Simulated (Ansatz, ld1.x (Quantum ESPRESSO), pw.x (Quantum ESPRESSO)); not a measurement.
What a changed setting does to a pw.x run (bcc Al)

Potential: norm-conserving Troullier–Martins (Kleinman–Bylander form), ld1.x (Quantum ESPRESSO) 7.5, LDA (PW92); core [Ne], reference 3s2 3p1; waves: 3s (bound): rc 2.15 bohr; 3d channel at -0.1 Ry: rc 2.90 bohr; 3p (bound): rc 2.70 bohr; local part: the p channel; core correction: Bessel-smoothed model core inside 1.50 bohr.

The reference run (k-mesh 14³, cutoffs 50/200 Ry, Fermi–Dirac 0.01 Ry, mixing_beta 0.4, conv_thr 1e-9, no spin) gives -0.29 GPa at 16.222 Å³/atom, where all-electron LAPW gives 0.10 GPa. This run, with its own iteration cap, changes ecutrho/ecutwfc to 16.

```
&control
  calculation='scf', prefix='x', pseudo_dir='./', outdir='./tmp', tstress=.true., disk_io='none'
/
&system
  ibrav=0, nat=1, ntyp=1, ecutwfc=50, ecutrho=800, nbnd=8,
  occupations='smearing', smearing='fd', degauss=0.01
/
&electrons
  conv_thr=1e-09, mixing_beta=0.4, electron_maxstep=60
/
ATOMIC_SPECIES
Al 1.0 Al.UPF
CELL_PARAMETERS angstrom
  -1.59470909 1.59470909 1.59470909
  1.59470909 -1.59470909 1.59470909
  1.59470909 1.59470909 -1.59470909
ATOMIC_POSITIONS crystal
Al 0.0000 0.0000 0.0000
K_POINTS automatic
14 14 14 0 0 0
```

```bash
pw.x < Al.scf.in > Al.scf.out
```

How does the run end?

It converges in 6 iterations; the free energy moves by +0.0 meV/atom and the pressure by +0.00 GPa. The result is that of the reference run.

```
Message from routine setup:
     using ibrav=0 with symmetry is DISCOURAGED, use correct ibrav instead
     lattice parameter (alat)  =       5.2196  a.u.
     unit-cell volume          =     109.4715 (a.u.)^3
     number of electrons       =         3.00
     number of Kohn-Sham states=            8
     kinetic-energy cutoff     =      50.0000  Ry
     charge density cutoff     =     800.0000  Ry
     scf convergence threshold =      1.0E-09
     Exchange-correlation= PW
     number of k points=   104  Fermi-Dirac smearing, width (Ry)=  0.0100
     iteration #  1     ecut=    50.00 Ry     beta= 0.40
     total energy              =      -6.88042052 Ry
     estimated scf accuracy    <       0.00555822 Ry
     iteration #  2     ecut=    50.00 Ry     beta= 0.40
     total energy              =      -6.87955396 Ry
     estimated scf accuracy    <       0.00173085 Ry
     iteration #  3     ecut=    50.00 Ry     beta= 0.40
     total energy              =      -6.87963727 Ry
     estimated scf accuracy    <       0.00000145 Ry
     iteration #  4     ecut=    50.00 Ry     beta= 0.40
     total energy              =      -6.87963864 Ry
     estimated scf accuracy    <       0.00000002 Ry
     iteration #  5     ecut=    50.00 Ry     beta= 0.40
     total energy              =      -6.87963864 Ry
     estimated scf accuracy    <       0.00000001 Ry
     iteration #  6     ecut=    50.00 Ry     beta= 0.40
     the Fermi energy is     7.8867 ev
!    total energy              =      -6.87963864 Ry
     estimated scf accuracy    <          9.7E-12 Ry
     smearing contrib. (-TS)   =      -0.00171424 Ry
     The total energy is F=E-TS. E is the sum of the following terms:
     one-electron contribution =       2.99605404 Ry
     hartree contribution      =       0.00456896 Ry
     xc contribution           =      -4.44426639 Ry
     ewald contribution        =      -5.43428101 Ry
     convergence has been achieved in   6 iterations
          total   stress  (Ry/bohr**3)                   (kbar)     P=       -2.90
     Message from routine punch:
     Nothing written, as per user request (disk_io='none')
```

The run took about 6.2 s on one core of a shared host (Intel(R) Xeon(R) Platinum 8375C CPU @ 2.90GHz, 96 threads, 744 GiB, load 39).
